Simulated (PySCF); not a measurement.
Donors bound to Al(H)3. Isolated molecules, 0 K electronic values unless said otherwise. One relaxed conformer stands for each flexible species; it need not be the lowest. Strings in code marks are SMILES.

These are PBE-D3(BJ)/def2-TZVP // B3LYP-D3(BJ)/def2-SVP (PySCF) values and carry that method's errors. All candidates: neutral, multiplicity 1. 

```
Property          Value
-------------  --------
HOMO           -6.15 eV
HOMO–LUMO gap   4.91 eV
LUMO           -1.24 eV
```

Problem. Which member has these values?
A. `CSC`
B. `[AlH3]`
C. [Al(H)3(H2O)]
D. [Al(H)3(CH3OH)]

Solution. D, [Al(H)3(CH3OH)]. The others give [Al(H)3(H2O)]: -6.28 eV, 4.64 eV, -1.64 eV; `[AlH3]`: -7.30 eV, 4.77 eV, -2.53 eV; `CSC`: -5.03 eV, 4.98 eV, -0.06 eV
